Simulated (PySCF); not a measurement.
```xyz
6
charge 0 multiplicity 1, angstrom
S     0.0000    0.0000   -0.1165
S     0.0000    0.0000    1.7753
F     1.6123    0.0000   -0.3077
F     0.0000    1.2569   -1.0879
F    -1.6123    0.0000   -0.3077
F     0.0000   -1.2569   -1.0879
```

These are results of PBE0 in PySCF with S def2-SVP, F def2-SVP; no relativity; density-fitted integrals, not measurements.

This geometry of S2F4 is a stationary point at this level.

What is the point group?

C2v.

Is it a minimum?

Yes: all harmonic wavenumbers are real.

Which band is strongest in the infrared?

910 cm⁻¹ (a1), 436 km/mol.

Give the atomic charges and bond orders.


```json
{"atom": "S1", "Mulliken": "1.23", "Löwdin": "1.15", "polar tensor": "2.79", "Mayer order to S1": "–"}
{"atom": "S2", "Mulliken": "-0.09", "Löwdin": "-0.17", "polar tensor": "-0.30", "Mayer order to S1": "1.64"}
{"atom": "F3,5", "Mulliken": "-0.32", "Löwdin": "-0.28", "polar tensor": "-0.63", "Mayer order to S1": "0.83"}
{"atom": "F4,6", "Mulliken": "-0.25", "Löwdin": "-0.21", "polar tensor": "-0.62", "Mayer order to S1": "0.92"}
```

Give the ideal-gas entropy at 298.15 K and 1 bar by parts.

translation 170.5, rotation 109.0, vibration 39.2, spin 0.0; total 318.6 J/(mol K).

Other isomers or separated fragments may lie lower.
